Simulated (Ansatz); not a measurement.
**[H···H···O], triplet along the distance H1-H2**

Starting geometry:

```xyz
3

H     0.0000    0.0000   -0.9937
H     0.0000    0.0000   -0.2487
O     0.0000    0.0000    1.2423
```

From there H2 is moved from one fragment to the other while all else, the fragments' distance too, stays fixed; atoms are numbered as listed. Energies are in eV, counted from the starting geometry at the same level. Kohn–Sham curves are unrestricted where that lies lower.

Basis 6-31G; Ansatz 0.2.0. Correlated methods freeze the noble-gas cores.

In so small a basis the reference is far from its limit while semilocal and hybrid functionals are nearer theirs (RPA and double hybrids share much of the reference's basis error), so the functionals' errors here hold much of the reference's basis and frozen-core error, which can add to them or hide them.

Full CI is exact within this basis and frozen core; it isn't the basis-set limit.

```
distance H1-H2 (Å)  full CI    PBE  revPBE  r2SCAN   PBE0  B3LYP  r2SCAN0  wB97M-V  B2PLYP  RPA-PBE
             0.693   -0.003  0.090   0.075   0.059  0.049  0.051    0.030    0.030   0.019    0.009
             0.745    0.000  0.000   0.000   0.000  0.000  0.000    0.000    0.000   0.000    0.000
             0.817    0.137  0.000   0.019   0.036  0.059  0.055    0.081    0.086   0.102    0.115
             0.888    0.332  0.066   0.102   0.126  0.179  0.173    0.215    0.233   0.262    0.288
             0.960    0.506  0.139   0.191   0.210  0.294  0.289    0.333    0.372   0.405    0.453
             1.031    0.593  0.183   0.248   0.249  0.356  0.361    0.389    0.451   0.476    0.558
             1.103    0.584  0.198   0.273   0.245  0.359  0.385    0.379    0.464   0.472    0.596
             1.174    0.528  0.215   0.295   0.236  0.338  0.392    0.347    0.448   0.437    0.597
             1.246    0.519  0.301   0.385   0.296  0.371  0.456    0.372    0.485   0.455    0.640
```

**Question.** Judged by the spread of the error over the points with a reference (largest less smallest), which of these follows full CI best and which worst?

**Answer.** Subtracting the full CI column from each: best B2PLYP (errors from -0.117 to 0.021, spread 0.138 eV), worst PBE (from -0.410 to 0.092, spread 0.502 eV). Functionals and wave-function methods converge differently with the basis, so part of this is basis effect.
